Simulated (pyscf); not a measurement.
Thermochemistry of product channels of H₃C–In(OH)–OH (SMILES [CH3][In]([OH])[OH]) on the singlet surface, in eV, from ωB97M-D3(BJ)/def2-TZVP energies (ideal gas, 1 atm, RRHO with modes under 100 cm⁻¹ raised to 100, one conformer, R ln 2 for chiral ones without a mode under 150 cm⁻¹). Structures and frequencies: ωB97X-D3(BJ)/def2-SVP in PySCF.

```csv
products,ΔE,ΔH(298 K),ΔG(600 K),ΔG(1200 K)
H₃C–O–InH–OH (SMILES C[O][InH][OH]),+0.88,+0.83,+0.86,+0.92
CH₄ (SMILES C) + O=In–OH (SMILES [O]=[In][OH]),?,+2.05,+1.35,+0.75
```

Fill in the missing entries.


- CH₄ (SMILES C) + O=In–OH (SMILES [O]=[In][OH]), ΔE: +2.10

These are energies of the channels, which say nothing of barriers. Elements past Kr carry the def2 core potentials, without spin-orbit coupling.
